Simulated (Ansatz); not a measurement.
Density of states of Mg (P6_3/mmc, a = 3.187 Å, b = 3.187 Å, c = 5.114 Å, α = 90.00°, β = 90.00°, γ = 120.00°), in states per eV and primitive cell, averaged over bins of 0.3 eV. The calculation used DFT PBEsol, scalar-relativistic, plane waves, PAW (Ansatz).

Plane waves to 420 eV, a k mesh through Γ of 18×18×8 on the computed 2-atom cell and Gaussian smearing (0.10 eV); no spin polarisation.

The cell is relaxed at this level. The states (both spins) are summed by tetrahedra on a 27×27×12 mesh at the self-consistent density. Energies are bin centres; the table starts no lower than −8 eV and ends at 6 eV, or lower where the solved bands end.

It is a metal at this level.

```tsv
E − E_F (eV)	total	Mg 3s
-6.90	0.10	0.09
-6.60	0.20	0.20
-6.30	0.26	0.26
-6.00	0.31	0.31
-5.70	0.36	0.35
-5.40	0.40	0.39
-5.10	0.43	0.43
-4.80	0.47	0.46
-4.50	0.50	0.49
-4.20	0.53	0.51
-3.90	0.56	0.53
-3.60	0.59	0.55
-3.30	0.62	0.56
-3.00	0.65	0.57
-2.70	0.68	0.56
-2.40	0.72	0.56
-2.10	0.73	0.52
-1.80	0.78	0.49
-1.50	0.82	0.45
-1.20	0.91	0.40
-0.90	0.83	0.31
-0.60	0.75	0.24
-0.30	0.73	0.25
0.00	0.79	0.30
0.30	0.81	0.32
0.60	0.96	0.33
0.90	1.04	0.27
1.20	0.98	0.19
1.50	0.90	0.15
1.80	0.90	0.15
2.10	1.01	0.19
2.40	1.03	0.17
2.70	1.05	0.15
3.00	1.06	0.14
3.30	1.01	0.13
3.60	1.19	0.13
3.90	1.15	0.10
4.20	1.06	0.07
4.50	1.09	0.06
4.80	1.10	0.06
5.10	1.06	0.05
```

The columns after the total are the Löwdin projections on the occupied valence shells of the potentials. The rest of the total lies in shells that are empty in the free atom, which aren't projected, and between the atoms.